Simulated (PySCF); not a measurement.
These are PBE-D3(BJ)/def2-TZVP // B3LYP-D3(BJ)/def2-TZVP in PySCF values and carry that method's errors. Gas-phase values, no solvent. Excitations are Tamm–Dancoff values on a coarser integration grid. The basis has no diffuse functions, so Rydberg states are missing or too high.

Reference species (SMILES): `C#N` (neutral, multiplicity 1).

* **S1 excitation (TDA)**: 8.18 eV
* **HOMO**: -9.04 eV

Changed species: `N#C[SeH]` (X = selanyl; the reference has X = H).

Question: What does the change do to the S1 excitation (TDA) and HOMO?

Answer: the S1 excitation (TDA) drops by 3.42 eV, to 4.76 eV; the HOMO goes up by 2.26 eV, to -6.78 eV.
